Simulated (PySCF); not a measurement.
# Multinuclear NMR of OSi

Atom-mapped SMILES (the numbers label the heavy atoms): `[O+:1]#[Si-:2]`.

- PBE0-D3(BJ)/def2-TZVP geometry
- NMR shieldings at PBE0/pcSseg-2/GIAO
- program: PySCF
- no relativistic terms, no solvent, single conformer

Question: What are the $^{29}$Si shifts?

Answer: 
```json
{"atoms": "Si2", "environment": "silicon bonded to O", "σ (ppm)": "230.0", "δ (ppm)": "85.5"}
```

Shieldings were converted by a linear fit to measured shifts: $^{29}$Si (scatter 6.5 ppm rms, 28.5 ppm with the 5 outliers that the fit left out vs TMS, solution or neat liquid). A few per cent of atoms miss by over 2 rms, more outside the fitted compound classes.

On a 300 MHz spectrometer $^{29}$Si resonates near 59.6 MHz, so 1 ppm is 59.6 Hz.

Question: Predict the $^{17}$O NMR data.

Answer: 
```
atoms          environment  σ (ppm)  δ (ppm)
   O1  oxygen bonded to Si   -246.0    492.8
```

Shieldings were converted by a linear fit to measured shifts: $^{17}$O (scatter 11.0 ppm rms, 12.4 ppm with the 2 outliers that the fit left out vs liquid water, solution or neat liquid). A few per cent of atoms miss by over 2 rms, more outside the fitted compound classes.

On a 500 MHz spectrometer $^{17}$O resonates near 67.8 MHz, so 1 ppm is 67.8 Hz.
